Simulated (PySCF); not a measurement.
Excitation energies in several basis sets

1-methylcyclopropene, C₄H₆.
SMILES with atom numbers: `[CH3:1][C:2]1=[CH:3][CH2:4]1` (hydrogens: H5, H6, H7 on C1; H8 on C3; H9, H10 on C4)

TDDFT with PBE0 (PySCF), vertical singlets, core orbitals frozen in the response, spherical d and f functions. Geometry: PBE0-D3(BJ)/def2-SVP; no solvent, vibrations or thermal averaging.

```json
{"basis": "6-31G*", "functions": "68", "diffuse": "no", "S1 (eV)": "6.83", "S2 (eV)": "6.90", "S3 (eV)": "7.82", "S4 (eV)": "8.80", "S5 (eV)": "8.92", "LUMO (eV)": "0.95", "α (au)": "39.5"}
{"basis": "def2-SVP", "functions": "86", "diffuse": "no", "S1 (eV)": "6.67", "S2 (eV)": "6.81", "S3 (eV)": "7.74", "S4 (eV)": "7.84", "S5 (eV)": "8.40", "LUMO (eV)": "0.65", "α (au)": "41.4"}
{"basis": "def2-SVPD", "functions": "128", "diffuse": "yes", "S1 (eV)": "6.44", "S2 (eV)": "6.53", "S3 (eV)": "6.71", "S4 (eV)": "7.26", "S5 (eV)": "7.36", "LUMO (eV)": "0.44", "α (au)": "47.3"}
{"basis": "def2-TZVP", "functions": "160", "diffuse": "no", "S1 (eV)": "6.42", "S2 (eV)": "6.68", "S3 (eV)": "7.10", "S4 (eV)": "7.61", "S5 (eV)": "7.82", "LUMO (eV)": "0.47", "α (au)": "46.5"}
```

Compare the sets with the largest diffuse one.

States are compared by their number. Against the only diffuse basis here (def2-SVPD, itself not a converged limit), sets without diffuse functions differ by up to 0.39 eV in S1 and 1.56 eV in S5. State by state, the largest deviation of a set without diffuse functions is S1 0.39, S2 0.37, S3 1.11, S4 1.53, S5 1.56 eV. The same number needn't mean the same state in each row. Against def2-SVPD the polarisability deviates by -16% in 6-31G*, -12% in def2-SVP, -2% in def2-TZVP.
